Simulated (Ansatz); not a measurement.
HSiBe, quartet along the angle Be2-Si1-H3

Starting geometry (PBE0/def2-TZVP stationary point for this spin, not checked as a minimum):

| atom | x (Å) | y (Å) | z (Å) |
| --- | --- | --- | --- |
| Si | 0.0000 | 0.0000 | 0.1967 |
| Be | 0.0000 | 0.0000 | -1.8825 |
| H | 0.0000 | 0.0000 | 1.6858 |

From there the angle named below is changed in its plane at fixed bond lengths, both arms turning rigidly about the middle atom; atoms are numbered as listed. Energies are in kJ/mol, counted from the starting geometry at the same level.

Basis 6-31G; Ansatz 0.2.0. Only valence electrons are correlated (noble-gas cores frozen). Prefix R: restricted or restricted open-shell reference; prefix U: unrestricted. Active spaces: valence = (7e, 9o) chosen from the atoms' valence shells.

Runs in a small pair space aren't shown, since their orbitals change along the scan.

Full CI is exact within this basis and frozen core; it isn't the basis-set limit. The frozen core follows each run's orbitals, which can shift R against U totals by a few meV.

| angle Be2-Si1-H3 (°) | full CI | unpaired electrons (full CI) | error UHF | error RCCSD(T) | error BCCD(T) | error RCCSDT(Q) | error UCCSDTQ | error NEVPT2 (valence space) |
| --- | --- | --- | --- | --- | --- | --- | --- | --- |
| 70.4 | 91.1 | 3.03 | 5.0 | 0.3 | 0.3 | 0.0 | 0.0 | 0.1 |
| 85.3 | 63.1 | 3.03 | -1.1 | 0.0 | -0.1 | 0.0 | 0.0 | 0.0 |
| 102.4 | 32.1 | 3.03 | -5.1 | -0.2 | -0.3 | 0.0 | 0.0 | -0.1 |
| 125.1 | 7.3 | 3.03 | -5.4 | -0.2 | -0.3 | 0.0 | 0.0 | -0.1 |
| 143.1 | -0.3 | 3.03 | -3.1 | -0.1 | -0.2 | 0.0 | 0.0 | 0.1 |
| 155.1 | -1.3 | 3.03 | -1.4 | 0.0 | -0.1 | 0.0 | 0.0 | 0.1 |
| 180.0 | 0.0 | 3.03 | 0.0 | 0.0 | 0.0 | 0.0 | 0.0 | 0.0 |

Unpaired electrons are Σ n²(2−n)² over natural occupations. Errors are those of relative energies. In total energy the starting point itself misses full CI by: UHF 162.9, RCCSD(T) 1.9, BCCD(T) 2.1, RCCSDT(Q) 0.0, UCCSDTQ 0.0, NEVPT2 (valence space) 15.1 kJ/mol.

Spread of the error over the points with a reference, to 180.0 ° (largest less smallest): UCCSDTQ 0.0, RCCSDT(Q) 0.0, NEVPT2 (valence space) 0.2, RCCSD(T) 0.5, BCCD(T) 0.6, UHF 10.4 kJ/mol.
